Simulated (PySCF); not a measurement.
# Relaxation of doublet AlFCl

These are results of UPBE0 in PySCF with Al def2-TZVP, F def2-TZVP, Cl def2-TZVP; no relativity; density-fitted integrals, not measurements. A (50,194) grid was used.

A hand-made linear start, of C∞v symmetry, held to at least that symmetry:

```xyz
3
charge 0 multiplicity 2, angstrom
Al    0.0000    0.0000   -0.5260
F     0.0000    0.0000   -2.4260
Cl    0.0000    0.0000    1.7240
```

Task: What does it relax to?

Result: It ends at C∞v with Al–Cl 2.147 Å, Al–F 1.657 Å; Cl–Al–F 180.0°. A frequency run shows 2 imaginary modes (one degenerate set), down to 274i cm⁻¹, so it is a higher-order saddle point. Other isomers or separated fragments may lie lower.

Task: How much energy is released, and in how many steps?

Result: 53.3 kJ/mol in 5 steps.

The relaxation took 7.3 s on 4 threads of a shared Arm Neoverse V1 host, with 105 basis functions and 6 gradients; the process peaked at 0.53 GiB. Launch command: `OMP_NUM_THREADS=4 python axn.py task.json out`.
